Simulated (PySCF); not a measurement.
# Stretching BN

Set-up: B def2-TZVPPD, N def2-TZVPPD; no relativity (PySCF 2.14). Energies in eV from B + N in their ground configurations at the same level. State: ³Π (triplet), unpaired electrons σ ↑, π ↑.

| R (Å) | UHF-CCSD | PBE0 | BHandHLYP | r²SCAN |
| --- | --- | --- | --- | --- |
| 1.133 |  | -3.390 | -2.997 | -3.417 |
| 1.185 | -3.268 | -4.171 | -3.728 | -4.213 |
| 1.238 | -3.734 | -4.611 | -4.119 | -4.669 |
| 1.278 | -3.911 | -4.770 | -4.241 | -4.839 |
| 1.317 | -3.972 | -4.815 | -4.252 | -4.896 |
| 1.357 | -3.943 | -4.771 | -4.174 | -4.864 |
| 1.409 | -3.797 | -4.607 | -3.971 | -4.715 |
| 1.475 | -3.492 | -4.287 | -3.613 | -4.412 |
| 1.554 | -3.020 | -3.809 | -3.116 | -3.947 |
| 1.659 |  | -3.128 | -2.455 | -3.268 |

**Question.** Put a parabola through the three lowest points of the UHF-CCSD curve and estimate Re, k and ωe (reduced mass 6.164 u; 1 eV/Å² = 0.16022 mdyn/Å; ωe = 1302.8·√(k/μ) cm⁻¹).

**Answer.** Through R = 1.278, 1.317, 1.357 Å the second-order coefficient is 29.0 eV/Å², so Re ≈ 1.324 Å, k ≈ 9.28 mdyn/Å and ωe ≈ 1599 cm⁻¹. A polynomial fit of higher order to the unrounded UHF-CCSD energies gives Re = 1.323 Å, k = 8.97 mdyn/Å, ωe = 1572 cm⁻¹; anharmonicity and rounding make the difference.

The higher-order fit for each curve: UHF-CCSD: Re = 1.323 Å, ωe = 1572 cm⁻¹, De = 3.97 eV; PBE0: Re = 1.316 Å, ωe = 1595 cm⁻¹, De = 4.82 eV; BHandHLYP: Re = 1.301 Å, ωe = 1655 cm⁻¹, De = 4.26 eV; r²SCAN: Re = 1.321 Å, ωe = 1568 cm⁻¹, De = 4.90 eV.

Correlated steps freeze 2 core orbitals. The CCSD T1 diagnostic is raised, a sign that a single reference may not be enough here. The state was picked by a PBE0 search and need not be the measured ground state.
